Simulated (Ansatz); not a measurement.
Reaction (SMILES): [CH] (CH) → C atom + H atom
B3LYP-D3(BJ)/def2-TZVP geometries, fixed; electronic energies without zero-point terms.

The atomisation energy at MP2 with Ansatz (a program for electronic structure), in kcal/mol, split into its Hartree-Fock and correlation parts. Cores are frozen. The T1 diagnostic of CCSD is high for at least one species. An unrestricted Hartree-Fock determinant is markedly spin-contaminated. Open shells are unrestricted. No added dispersion term, no relativity. Functions are those of the species that has most.

| basis | X | functions | Hartree-Fock | MP2 |
|---|---|---|---|---|
| cc-pVDZ | 2 | 19 | 56.44 | 69.55 |
| cc-pVTZ | 3 | 44 | 58.57 | 74.90 |
| cc-pVQZ | 4 | 85 | 58.90 | 76.36 |
| cc-pV5Z | 5 | 146 | 58.99 | 76.87 |

Worked estimate of the basis-set limit from each neighbouring pair, with Hartree-Fock from the larger set and the correlation part extrapolated as X^-3.
Correlation parts: X = 2: 13.11, X = 3: 16.33, X = 4: 17.46, X = 5: 17.88.
- (2,3): (27·(16.33) - 8·(13.11))/19 = 17.69; with Hartree-Fock 58.57 the estimate is 76.26 kcal/mol.
- (3,4): (64·(17.46) - 27·(16.33))/37 = 18.28; with Hartree-Fock 58.90 the estimate is 77.18 kcal/mol.
- (4,5): (125·(17.88) - 64·(17.46))/61 = 18.32; with Hartree-Fock 58.99 the estimate is 77.31 kcal/mol.
The last two estimates differ by 0.13 kcal/mol; the largest set lies 0.44 from the last. Over the last step Hartree-Fock moves by 0.09 and the correlation part by 0.42.
